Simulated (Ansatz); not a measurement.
Ideal-gas functions of C4H3Cl (`C=C1C=C1Cl`) at 500 K and 1 bar, from an Ansatz frequency run at PBE0-D4/def2-TZVP.

Molar mass 86.52 g/mol, point group Cs (symmetry number 1), electronic degeneracy 1, moments of inertia 42.565, 207.3, 249.865 u Å². Harmonic wavenumbers (cm⁻¹, unscaled): 194, 267, 458, 534, 576, 703, 776, 790, 852, 1036, 1038, 1122, 1446, 1672, 1887, 3176, 3266, 3292.

Use S(trans) = R[1.5 ln M + 2.5 ln T − 1.1517]; rotational temperatures θ = 24.2544 K / I; S(rot) = R[ln(√π/σ · √(T³/θAθBθC)) + 1.5]; for each mode x = 1.438777 ν̃/T, S = R[x/(eˣ − 1) − ln(1 − e⁻ˣ)] and H = RT x/(eˣ − 1); 1 cm⁻¹ = 0.0119627 kJ/mol; R = 8.31446 J/(mol·K).

By hand: the entropy, in J/(mol·K).

Translation 175.2. Rotation: θ = 0.5698, 0.117, 0.0971 K, giving 115.7. Vibration, mode by mode: 13.27, 10.71, 6.60, 5.52, 5.00, 3.74, 3.17, 3.07, 2.67, 1.76, 1.75, 1.44, 0.68, 0.40, 0.24, 0.01, 0.01, 0.01, in all 60.0. Electronic 0.0. Sum 350.9 J/(mol·K).

By hand: H − E and G − E in kJ/mol, counted from the electronic energy.

Zero-point energy ½ × 23085 × 0.0119627 = 138.1; thermal vibration 18.1; translation, rotation and pV give 4 RT = 16.6. H − E = 172.8 kJ/mol, and G − E = 172.8 − 500 × 350.9/1000 = -2.6 kJ/mol.

Vibration gives 17 % of the entropy.
